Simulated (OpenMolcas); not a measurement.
**AlH2Cl (SMILES [AlH2][Cl]) at 6 levels**

Aim: a comparison of 6 runs (B2PLYP/STO-3G, B3LYP/STO-3G, M06-2X/STO-3G, UPBE/STO-3G, MP2/STO-3G, ACPF/STO-3G) of AlH2Cl. 

The results are computed with OpenMolcas 26.06.

3 further runs of the same task are left out: 1 that didn't finish, 2 set aside as unsound or not needed.

### 1 The molecule

AlH2Cl: 4 atoms, total charge 0, spin state singlet. As SMILES, `[AlH2][Cl]`. One bond was lengthened or shortened from a relaxed shape.

Bond lengths: Al1–Cl2 2.517 Å, Al1–H3 1.537 Å, Al1–H4 1.537 Å. Angles: Cl2–Al1–H3 121.9°, Cl2–Al1–H4 121.9°, H3–Al1–H4 116.2°.

### 2 The energy at B2PLYP/STO-3G (run 1)

mol.input

```
* AlClH2 Kohn-Sham DFT
>>> EXPORT MOLCAS_PRINT=2

&GATEWAY
  BasLib=$CurrDir
  Coord
  4
  angstrom
  Al      -0.390165       0.040960      -0.454451
  Cl       1.246110      -0.130950       1.450370
  H       -1.639945      -0.850870      -0.535151
  H       -0.197695       1.044000      -1.603591
  Basis=STO-3G
  Group=NoSym

&SEWARD
  GridInput
  Grid=UltraFine
  End of Grid

&SCF
  KSDFT=B2PLYP_SCF
  Thresholds=1e-10 1e-07 1e-07 1e-05
  PrOrbitals=1 1

&MBPT2
  Frozen=10
```

The basis set STO-3G is read from a file made from the Basis Set Exchange's data (not shown).

Run with:

```sh
$ export MOLCAS_MEM=1860
$ pymolcas mol.input > mol.log
```

Output:

```text
--- Start Module: gateway ---
[...]
--- Stop Module: gateway /rc=_RC_ALL_IS_WELL_ ---
[...]
      Basis functions           20
[...]
--- Start Module: scf ---
[...]
       Convergence after   9 Iterations
[...]
::    Total KS-DFT energy                            -695.5969334181
[...]
      Total spin, S                                     0.0000000000
[...]
      Total electronic charge=   32.000000
      Total            charge=   -0.000000
[...]
      Dipole Moment (debye):
      Origin of the operator (angstrom)=    0.4877   -0.0513    0.5675
                   X= -2.6773E+00               Y=  2.8112E-01               Z= -3.1184E+00           Total=  4.1196E+00
      Quadrupole Moment (debye*angstrom):
[...]
--- Stop Module: scf /rc=_RC_ALL_IS_WELL_ ---
[...]
--- Start Module: mbpt2 ---
[...]
 ###    WARNING: MP2 implementation intended for RHF references only         ###
 ###############################################################################
MBPT2 WARNING: Reference function according to RunFile:KS-DFT
I'll assume you know what you're doing and continue
WARNING!
Default frozen orbitals as non valence orbitals is overwritten by user input.
Default values:   7
[...]
       Reference weight ( Cref**2 )         =        0.96178
::    Total MBPT2 energy                             -695.6450238988
[...]
      Total MBPT2 calculations                           0.05      0.05
--- Stop Module: mbpt2 /rc=_RC_ALL_IS_WELL_ ---
[...]
```

Wall time 4.5 s (1 thread of Intel Xeon Platinum 8488C (Sapphire Rapids), shared host); peak memory 0.37 GiB.

### 3 A single-point energy at B3LYP/STO-3G (run 2)

mol.inp

```
&GATEWAY
BasLib=$CurrDir
Coord
4
angstrom
Al      -0.390165       0.040960      -0.454451
Cl       1.246110      -0.130950       1.450370
H       -1.639945      -0.850870      -0.535151
H       -0.197695       1.044000      -1.603591
Basis=STO-3G
Group=NoSym
&SEWARD
GridInput
Grid=UltraFine
End of Grid
&SCF
KSDFT=B3LYP
Thresholds=1e-10 1e-07 1e-07 1e-05
PrOrbitals=1 1
```

The basis set STO-3G is read from a file made from the Basis Set Exchange's data (not shown).

Run with:

```sh
$ export MOLCAS_MEM=1860
$ pymolcas mol.inp > mol.log
```

Output:

```text
--- Start Module: gateway ---
[...]
--- Stop Module: gateway /rc=_RC_ALL_IS_WELL_ ---
--- Start Module: seward ---
[...]
      Basis functions           20
--- Stop Module: seward /rc=_RC_ALL_IS_WELL_ ---
[...]
--- Start Module: scf ---
[...]
       Convergence after  11 Iterations
[...]
::    Total KS-DFT energy                            -695.9154928180
[...]
      Total spin, S                                     0.0000000000
[...]
      Total electronic charge=   32.000000
      Total            charge=   -0.000000
[...]
      Dipole Moment (debye):
      Origin of the operator (angstrom)=    0.4877   -0.0513    0.5675
                   X= -2.4902E+00               Y=  2.6149E-01               Z= -2.9005E+00           Total=  3.8317E+00
      Quadrupole Moment (debye*angstrom):
[...]
--- Stop Module: scf /rc=_RC_ALL_IS_WELL_ ---
[...]
```

Run time: 4.5 s. Hardware: 1 thread of Intel Xeon Platinum 8488C (Sapphire Rapids), shared host; peak memory 0.37 GiB.

### 4 The energy at M06-2X/STO-3G (run 3)

mol.inp

```
&GATEWAY
BASLIB
$CurrDir
COORD
4
angstrom
Al      -0.390165       0.040960      -0.454451
Cl       1.246110      -0.130950       1.450370
H       -1.639945      -0.850870      -0.535151
H       -0.197695       1.044000      -1.603591
BASIS
STO-3G
GROUP
NoSym
&SEWARD
GRIDINPUT
Grid=UltraFine
End of Grid
&SCF
KSDFT
M062X
THRESHOLDS
1e-10 1e-07 1e-07 1e-05
PRORBITALS
1 1
```

The basis set STO-3G is read from a file made from the Basis Set Exchange's data (not shown).

Run with:

```sh
$ export MOLCAS_MEM=1860
$ pymolcas mol.inp > mol.log
```

Output:

```text
--- Start Module: gateway ---
[...]
--- Stop Module: gateway /rc=_RC_ALL_IS_WELL_ ---
--- Start Module: seward ---
[...]
      Basis functions           20
--- Stop Module: seward /rc=_RC_ALL_IS_WELL_ ---
--- Start Module: scf ---
[...]
       Convergence after  10 Iterations
[...]
::    Total KS-DFT energy                            -695.9354983143
[...]
      Total spin, S                                     0.0000000000
[...]
      Total electronic charge=   32.000000
      Total            charge=   -0.000000
[...]
      Dipole Moment (debye):
      Origin of the operator (angstrom)=    0.4877   -0.0513    0.5675
                   X= -2.6416E+00               Y=  2.7739E-01               Z= -3.0768E+00           Total=  4.0647E+00
      Quadrupole Moment (debye*angstrom):
[...]
--- Stop Module: scf /rc=_RC_ALL_IS_WELL_ ---
[...]
```

Run time: 4.2 s. Hardware: 1 thread of Intel Xeon Platinum 8488C (Sapphire Rapids), shared host; peak memory 0.37 GiB.

Runs 4 to 5 aren't shown in full; the table further down has their settings and results.

### 5 The energy at ACPF/STO-3G (run 6)

mol.inp

```
&GATEWAY
  BASLIB = $CurrDir
  COORD
  4
  angstrom
  Al      -0.390165       0.040960      -0.454451
  Cl       1.246110      -0.130950       1.450370
  H       -1.639945      -0.850870      -0.535151
  H       -0.197695       1.044000      -1.603591
  BASIS = STO-3G
  GROUP = NoSym

&SEWARD

&SCF
  THRESHOLDS = 1e-10 1e-07 1e-07 1e-05
  PRORBITALS = 1 1

&MOTRA
  FROZEN = 10

&GUGA
  ELECTRONS = 12
  SPIN = 1
  INACTIVE = 6
  ACTIVE = 0
  CIALL = 1

&CPF
  ACPF
```

The basis set STO-3G is read from a file made from the Basis Set Exchange's data (not shown).

Run with:

```sh
$ export MOLCAS_MEM=1860
$ pymolcas mol.inp > mol.log
```

Output:

```text
--- Start Module: gateway ---
[...]
--- Stop Module: gateway /rc=_RC_ALL_IS_WELL_ ---
[...]
      Basis functions           20
[...]
       Convergence after   9 Iterations
[...]
::    Total SCF energy                               -694.7799291255
[...]
      Total spin, S                                     0.0000000000
[...]
      *** WARNING: Default frozen orbitals is overwritten by user input.
      *** Default values:   7
[...]
--- Start Module: guga ---
[...]
--- Stop Module: guga /rc=_RC_ALL_IS_WELL_ ---
--- Start Module: cpf ---
[...]
      Active orbitals                            0       0
[...]
      Spin quantum number                      0.0
[...]
     FINAL ACPF ENERGY        -694.83137661
     FINAL CORRELATION ENERGY   -0.05144749  REFERENCE ENERGY    -694.77992913
[...]
      Title:  ACPF natural orbitals
[...]
      Total electronic charge=   32.000000
      Total            charge=    0.000000
[...]
      Dipole Moment (debye):
      Origin of the operator (angstrom)=    0.4877   -0.0513    0.5675
                   X= -2.5749E+00               Y=  2.7037E-01               Z= -2.9990E+00           Total=  3.9620E+00
      Quadrupole Moment (debye*angstrom):
[...]
--- Stop Module: cpf /rc=_RC_ALL_IS_WELL_ ---
[...]
```

It took 2.7 s on 1 thread of Intel Xeon Platinum 8488C (Sapphire Rapids), shared host; peak memory 0.37 GiB.

### 6 The series

```tsv
run	level	frozen core orbitals	scramble	energy (Eh)	dipole moment (D) of the reference	HOMO energy (eV)	LUMO energy (eV)	wall time
1	B2PLYP/STO-3G	10	–	-695.609918	4.12	-6.28	3.75	4.5 s
2	B3LYP/STO-3G	–	–	-695.915493	3.83	-4.73	2.02	4.5 s
3	M06-2X/STO-3G	–	–	-695.935498	4.06	-6.35	3.14	4.2 s
4	UPBE/STO-3G	–	0.25	-695.549871	3.71	-3.50	1.35	8.1 s
5	MP2/STO-3G	10	–	-694.814646	4.48	-8.43	6.36	2.3 s
6	ACPF/STO-3G	10	–	-694.831377	4.48	-8.43	6.36	2.7 s
```

### 7 Results

| quantity | value |
| --- | --- |
| run 6: total energy | -694.83138 Eh |
| run 6: dipole moment (mean-field density) | 4.48 D |
| run 6: HOMO energy (Hartree–Fock orbitals) | -8.43 eV |
| run 6: LUMO energy (Hartree–Fock orbitals) | 6.36 eV |
| run 6: HOMO–LUMO gap (Hartree–Fock orbitals) | 14.80 eV |
| run 6: correlation energy (10 core orbitals frozen) | -51.4 mEh |

What this shows: Over runs 1, 2, 3, 4 the dipole moment (its size) runs from 3.71 D (UPBE/STO-3G) to 4.12 D (B2PLYP/STO-3G). A double hybrid's value is that of its SCF part. Over runs 1, 2, 3, 4 the HOMO–LUMO gap runs from 4.85 eV (UPBE/STO-3G) to 10.03 eV (B2PLYP/STO-3G). For B2PLYP the log adds the whole second-order term; the table takes 0.27 of it, as the functional is defined. Totals of different functionals can't be ranked against each other. In runs 1, 2, 3, 4, 5, 6 the basis is minimal, so the values are rough. All runs together took 26 s, the longest 8.1 s.
